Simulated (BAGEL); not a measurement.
# CHClFN (SMILES [H]/N=C(/F)Cl): levels of theory compared

We compute a comparison of 4 runs (B3LYP/6-31G*, B3LYP/def2-SVPD, PBE0/def2-SVPD, RI-MP2/def2-SVPD) of CHClFN. 

The calculation is run with BAGEL 1.2.2.

## (1) The structure to begin with

CHClFN has 5 atoms, charge 0, and is taken as a singlet. SMILES: `[H]/N=C(/F)Cl`. Geometry: relaxed at PBE0-D4/def2-TZVP.

Bond lengths: N1–C2 1.237 Å, C2–F3 1.314 Å, C2–Cl4 1.729 Å, N1–H5 1.013 Å. Angles: N1–C2–F3 121.4°, N1–C2–Cl4 128.7°, F3–C2–Cl4 110.0°, C2–N1–H5 112.7°.

## (2) The energy at B3LYP/6-31G(d) (density fitting with qzvpp-jkfit, spherical functions) (run 1)

job.json reads:

```json
{ "bagel" : [

{
  "title" : "molecule",
  "basis" : "6-31gs.json",
  "df_basis" : "qzvpp-jkfit",
  "angstrom" : "true",
  "geometry" : [
    { "atom" : "N", "xyz" : [    0.321100,    0.940500,    0.274400 ] },
    { "atom" : "C", "xyz" : [    0.137900,   -0.274600,    0.128500 ] },
    { "atom" : "F", "xyz" : [    0.810300,   -1.157400,    0.832100 ] },
    { "atom" : "Cl", "xyz" : [   -0.953500,   -1.081700,   -0.943200 ] },
    { "atom" : "H", "xyz" : [   -0.266000,    1.499600,   -0.333300 ] }
  ]
},
{ "title" : "ks", "xc_func" : "b3lyp", "charge" : 0 },
{ "title" : "print", "file" : "orbitals.molden", "orbitals" : "true" }

]}
```

The basis set 6-31G* is read from a file made from the Basis Set Exchange's data (not shown).

Launch:

```sh
$ BAGEL_NUM_THREADS=1 BAGEL job.json > job.out
```

The program printed:

```text
* using 1 threads per process

  ===============================================================
  ===============================================================

  *** Geometry ***

  { "atom" : "N", "xyz" : [      0.606791,      1.777287,      0.518541 ] },
  { "atom" : "C", "xyz" : [      0.260593,     -0.518919,      0.242830 ] },
  { "atom" : "F", "xyz" : [      1.531245,     -2.187169,      1.572441 ] },
  { "atom" : "Cl", "xyz" : [     -1.801854,     -2.044117,     -1.782390 ] },
  { "atom" : "H", "xyz" : [     -0.502667,      2.833833,     -0.629846 ] },

  Number of auxiliary basis functions:      375

  Since a DF basis is specified, we compute 2- and 3-index integrals:
    o Being stored without compression. Storage requirement is 0.012 GB

  Number of basis functions:       62
  Number of electrons      :       40

    * METHOD: MOLECULE                             0.10

  *** Kohn-Sham DFT ***

    * Removing 8229 points whose weight is below 1.00e-10
    * Grid points: 66301

  === Nuclear Repulsion ===
   151.8811509538

       - DIIS with orbital gradients will be used.

  === KS iteration (b3lyp / 6-31gs.json) ===
      0       -627.93490782          0.17589426           0.10
      1       -574.66399264          0.23364418           0.10
      2       -617.04559344          0.20853030           0.10
      3       -643.70481798          0.13393326           0.10
      4       -652.61109069          0.05551381           0.10
      5       -652.86080647          0.04969868           0.10
      6       -653.44687811          0.00625776           0.10
      7       -653.45595004          0.00497271           0.10
      8       -653.46257061          0.00126491           0.10
      9       -653.46304310          0.00066781           0.10
     10       -653.46323045          0.00013177           0.10
     11       -653.46323460          0.00007319           0.10
     12       -653.46323574          0.00002131           0.10
     13       -653.46323587          0.00000599           0.10
     14       -653.46323588          0.00000330           0.10
     15       -653.46323588          0.00000092           0.10
     16       -653.46323588          0.00000031           0.10
     17       -653.46323588          0.00000006           0.10
     18       -653.46323588          0.00000004           0.10
     19       -653.46323588          0.00000001           0.10
     20       -653.46323588          0.00000000           0.10
    * SCF iteration converged.

    * Permanent dipole moment:
           (    0.425990,    -0.120100,     0.431940) a.u.

    * METHOD: KS                                   2.19

    * METHOD: PRINT                                0.01

  ===============================================================
```

It took 2.4 s on 1 thread of Arm Neoverse V2, shared host; peak memory 0.23 GiB.

## (3) The energy at B3LYP/def2-SVPD (density fitting with qzvpp-jkfit) (run 2)

input.json reads:

```json
{ "bagel": [

{
  "title": "molecule",
  "basis": "def2-svpd.json",
  "df_basis": "qzvpp-jkfit",
  "angstrom": "true",
  "geometry": [
    { "atom": "N", "xyz": [    0.321100,    0.940500,    0.274400 ] },
    { "atom": "C", "xyz": [    0.137900,   -0.274600,    0.128500 ] },
    { "atom": "F", "xyz": [    0.810300,   -1.157400,    0.832100 ] },
    { "atom": "Cl", "xyz": [   -0.953500,   -1.081700,   -0.943200 ] },
    { "atom": "H", "xyz": [   -0.266000,    1.499600,   -0.333300 ] }
  ]
},
{
  "title": "ks",
  "xc_func": "b3lyp"
},
{
  "title": "print",
  "file": "orbitals.molden",
  "orbitals": "true"
}

]}
```

The basis set def2-SVPD is read from a file made from the Basis Set Exchange's data (not shown).

Launch:

```sh
$ BAGEL_NUM_THREADS=1 BAGEL input.json > input.out
```

The program printed:

```text
* using 1 threads per process

  ===============================================================
  ===============================================================

  *** Geometry ***

  { "atom" : "N", "xyz" : [      0.606791,      1.777287,      0.518541 ] },
  { "atom" : "C", "xyz" : [      0.260593,     -0.518919,      0.242830 ] },
  { "atom" : "F", "xyz" : [      1.531245,     -2.187169,      1.572441 ] },
  { "atom" : "Cl", "xyz" : [     -1.801854,     -2.044117,     -1.782390 ] },
  { "atom" : "H", "xyz" : [     -0.502667,      2.833833,     -0.629846 ] },

  Number of auxiliary basis functions:      375

  Since a DF basis is specified, we compute 2- and 3-index integrals:
    o Being stored without compression. Storage requirement is 0.029 GB

  Number of basis functions:       98
  Number of electrons      :       40

    * METHOD: MOLECULE                             0.11

  *** Kohn-Sham DFT ***

    * Removing 8229 points whose weight is below 1.00e-10
    * Grid points: 66301

  === Nuclear Repulsion ===
   151.8811509538

       - DIIS with orbital gradients will be used.

  === KS iteration (b3lyp / def2-svpd.json) ===
      0       -625.23930528          0.12208388           0.16
      1       -573.83704679          0.18614126           0.16
      2       -619.31392947          0.15768251           0.16
      3       -646.81759923          0.09653054           0.16
      4       -652.28953960          0.04552218           0.16
      5       -652.48174918          0.04390438           0.16
      6       -653.15092949          0.01155348           0.16
      7       -653.18484890          0.00960646           0.16
      8       -653.21709764          0.00449632           0.16
      9       -653.22559133          0.00072795           0.16
     10       -653.22583957          0.00022415           0.16
     11       -653.22586016          0.00005692           0.16
     12       -653.22586122          0.00003479           0.16
     13       -653.22586180          0.00000513           0.16
     14       -653.22586181          0.00000147           0.16
     15       -653.22586181          0.00000037           0.16
     16       -653.22586181          0.00000024           0.16
     17       -653.22586181          0.00000008           0.16
     18       -653.22586181          0.00000002           0.16
     19       -653.22586181          0.00000003           0.16
     20       -653.22586181          0.00000000           0.16
    * SCF iteration converged.

    * Permanent dipole moment:
           (    0.467197,    -0.121019,     0.473401) a.u.

    * METHOD: KS                                   3.54

    * METHOD: PRINT                                0.02

  ===============================================================
```

Run time: 3.9 s. Hardware: 1 thread of Arm Neoverse V2, shared host; peak memory 0.32 GiB.

Run 3 isn't shown in full; the table further down has it.

## (4) The energy at RI-MP2/def2-SVPD (density fitting with qzvpp-jkfit) (run 4)

calc.json reads:

```json
{ "bagel": [

{
  "title": "molecule",
  "basis": "def2-svpd.json",
  "df_basis": "qzvpp-jkfit",
  "angstrom": "true",
  "geometry": [
    { "atom": "N", "xyz": [    0.321100,    0.940500,    0.274400 ] },
    { "atom": "C", "xyz": [    0.137900,   -0.274600,    0.128500 ] },
    { "atom": "F", "xyz": [    0.810300,   -1.157400,    0.832100 ] },
    { "atom": "Cl", "xyz": [   -0.953500,   -1.081700,   -0.943200 ] },
    { "atom": "H", "xyz": [   -0.266000,    1.499600,   -0.333300 ] }
  ]
},
{ "title": "hf" },
{ "title": "mp2", "ncore": 8 }

]}
```

The basis set def2-SVPD is read from a file made from the Basis Set Exchange's data (not shown).

Launch:

```sh
$ BAGEL_NUM_THREADS=1 BAGEL calc.json > calc.out
```

The program printed:

```text
* using 1 threads per process

  ===============================================================
  ===============================================================

  *** Geometry ***

  { "atom" : "N", "xyz" : [      0.606791,      1.777287,      0.518541 ] },
  { "atom" : "C", "xyz" : [      0.260593,     -0.518919,      0.242830 ] },
  { "atom" : "F", "xyz" : [      1.531245,     -2.187169,      1.572441 ] },
  { "atom" : "Cl", "xyz" : [     -1.801854,     -2.044117,     -1.782390 ] },
  { "atom" : "H", "xyz" : [     -0.502667,      2.833833,     -0.629846 ] },

  Number of auxiliary basis functions:      375

  Since a DF basis is specified, we compute 2- and 3-index integrals:
    o Being stored without compression. Storage requirement is 0.029 GB

  Number of basis functions:       98
  Number of electrons      :       40

    * METHOD: MOLECULE                             0.11

  *** RHF ***

  === Nuclear Repulsion ===
   151.8811509538

      * DIIS with orbital gradients will be used.

  === RHF iteration (def2-svpd.json) ===
      0       -651.30724960          0.01972599           0.03
      1       -651.44399976          0.01452624           0.03
      2       -651.52971278          0.00169016           0.03
      3       -651.53230787          0.00062862           0.03
      4       -651.53262356          0.00022771           0.03
      5       -651.53270081          0.00011677           0.03
      6       -651.53271587          0.00004317           0.03
      7       -651.53271838          0.00001142           0.03
      8       -651.53271850          0.00000391           0.03
      9       -651.53271851          0.00000189           0.03
     10       -651.53271852          0.00000070           0.03
     11       -651.53271852          0.00000022           0.03
     12       -651.53271852          0.00000011           0.03
     13       -651.53271852          0.00000005           0.03
     14       -651.53271852          0.00000002           0.03
     15       -651.53271852          0.00000001           0.03
    * SCF iteration converged.

    * Permanent dipole moment:
           (    0.529507,    -0.119086,     0.535958) a.u.

    * METHOD: HF                                   0.65

  *** RHF ***

  === Nuclear Repulsion ===
   151.8811509538

      * DIIS with orbital gradients will be used.

  === RHF iteration (def2-svpd.json) ===
      0       -651.53271852          0.00000001           0.03
    * SCF iteration converged.

    * Permanent dipole moment:
           (    0.529507,    -0.119085,     0.535958) a.u.

  === DF-MP2 calculation ===

    * freezing 8 orbitals
    * 3-index integral transformation done
    * assembly done

      MP2 correlation energy:   -0.6419484431      0.03

      MP2 total energy:       -652.1746669600

    * METHOD: MP2                                  0.10

  ===============================================================
```

It took 1 s on 1 thread of Arm Neoverse V2, shared host.

## (5) All runs side by side

```tsv
run	level	frozen core orbitals	energy (Eh)	dipole moment (D)	HOMO energy (eV)	LUMO energy (eV)	wall time
1	B3LYP/6-31G* (density fitting with qzvpp-jkfit, spherical functions)	–	-653.463236	1.57	-8.50	-0.28	2.4 s
2	B3LYP/def2-SVPD (density fitting with qzvpp-jkfit)	–	-653.225862	1.72	-8.87	-0.93	3.9 s
3	PBE0/def2-SVPD (density fitting with qzvpp-jkfit)	–	-652.861133	1.69	-9.15	-0.65	3.9 s
4	RI-MP2/def2-SVPD (density fitting with qzvpp-jkfit)	8	-652.174667	–	–	–	1 s
```

## (6) Summary of results

```
                                          quantity          value
                               run 4: total energy  -652.17467 Eh
run 4: correlation energy (8 core orbitals frozen)     -641.9 mEh
```

Over runs 1, 2, 3 the dipole moment (its size) runs from 1.57 D (B3LYP/6-31G*) to 1.72 D (B3LYP/def2-SVPD). Over runs 1, 2, 3 the HOMO–LUMO gap runs from 7.94 eV (B3LYP/def2-SVPD) to 8.50 eV (PBE0/def2-SVPD). Totals of different functionals can't be ranked against each other. All runs together took 11 s, the longest 3.9 s.
